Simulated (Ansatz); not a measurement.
# Which is lower?

The two ends of one reaction step of AlSiH4Cl, closed shell (PBE0-D4/def2-TZVP).

A:

```xyz
7
angstrom
Al -1.2387 -0.5180 0.1776
Si 1.0414 0.2968 -0.1768
H -1.7261 -2.0106 -0.0088
Cl -2.7024 0.8668 0.7818
H 1.9876 -0.4087 0.7343
H 1.1588 1.7595 0.0656
H 1.4794 0.0142 -1.5738
```

B:

```xyz
7
angstrom
Al -1.8365 0.9347 1.4701
Si 1.0814 -0.1652 -0.4268
H -0.3525 -0.4357 -0.7253
Cl -3.5334 -0.1041 0.6617
H 1.3924 -0.6703 0.9342
H 1.3201 1.2986 -0.4832
H 1.9286 -0.8580 -1.4308
```

Ansatz 0.2.0; basis: def2-TZVPP; cores frozen in the correlated methods. B3LYP uses VWN-RPA correlation.

Task: Which structure is lower at CCSD(T), and by how much? (Judge from chemistry; the value comes from the calculation.)

Result: By the calculation: A, by 12.36 kcal/mol (electronic energy, against the other). By their contacts, A is AlSiH₄Cl ([SiH3][AlH][Cl]) and B is a complex of AlCl + SiH₄.

All methods give the same order:

```json
{"method": "SPW92", "E(B) − E(A) (kcal/mol)": "15.39"}
{"method": "PBE-D4", "E(B) − E(A) (kcal/mol)": "13.13"}
{"method": "BLYP-D4", "E(B) − E(A) (kcal/mol)": "8.33"}
{"method": "r2SCAN-D4", "E(B) − E(A) (kcal/mol)": "17.33"}
{"method": "B97M-V", "E(B) − E(A) (kcal/mol)": "16.18"}
{"method": "PBE0-D4", "E(B) − E(A) (kcal/mol)": "14.83"}
{"method": "B3LYP-D4", "E(B) − E(A) (kcal/mol)": "10.35"}
{"method": "r2SCAN0-D4", "E(B) − E(A) (kcal/mol)": "16.99"}
{"method": "BHLYP-D4", "E(B) − E(A) (kcal/mol)": "11.85"}
{"method": "CAM-B3LYP-D4", "E(B) − E(A) (kcal/mol)": "12.04"}
{"method": "wB97X-V", "E(B) − E(A) (kcal/mol)": "15.75"}
{"method": "wB97M-V", "E(B) − E(A) (kcal/mol)": "9.59"}
{"method": "B2PLYP", "E(B) − E(A) (kcal/mol)": "11.92"}
{"method": "PBE-QIDH", "E(B) − E(A) (kcal/mol)": "16.08"}
{"method": "RPA on PBE", "E(B) − E(A) (kcal/mol)": "9.85"}
{"method": "HF", "E(B) − E(A) (kcal/mol)": "11.93"}
{"method": "MP2", "E(B) − E(A) (kcal/mol)": "13.59"}
{"method": "CCSD", "E(B) − E(A) (kcal/mol)": "12.11"}
{"method": "CCSD(T)", "E(B) − E(A) (kcal/mol)": "12.36"}
```

No T1 diagnostic of these runs exceeds 0.012.

Labels in which every atom is bracketed show which atoms are joined, not bond orders.

For scale, one of the runs: CCSD(T)/def2-TZVPP, 182 basis functions, launched by `ansatz run in.yaml --threads 2 --pin off --events-out ev --progress --plain --max-ram 4352MiB`. The run took 28 s on 2 CPU threads of an Arm Neoverse V1 (shared host), with 1.5 GiB of host memory at its peak.
